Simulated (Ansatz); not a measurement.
Thallium, hcp: convergence with Gaussian smearing

Computed with Ansatz, LDA, scalar-relativistic PAW, on the relaxed cell (a = 3.401 Å, c = 5.443 Å (c/a = 1.600); spin not included). Errors count from a run at 420 eV on a Γ-centred 17×17×10 mesh with Fermi-Dirac smearing of 0.1 eV, extrapolated to zero width. Fixed here: cutoff 420 eV, mesh 11×11×6. The SCF starts from atomic densities corrected by a trained network.

```tsv
width (eV)	E(σ→0) error (meV/atom)	F error (meV/atom)	P (GPa)	SCF iterations
0.01	-2.3	-2.3	-0.05	6
0.03	-2.2	-2.4	-0.05	6
0.2	-3.1	-7.8	-0.01	6
0.3	-3.9	-13.3	0.02	6
0.6	-3.3	-41.0	0.18	6
1.0	2.2	-111.5	0.65	6
```

**Question.** What does the run at 0.1 give (width)?

**Answer.** E(σ→0) error (meV/atom): -2.3; F error (meV/atom): -3.9; P (GPa): -0.04; SCF iterations: 6.
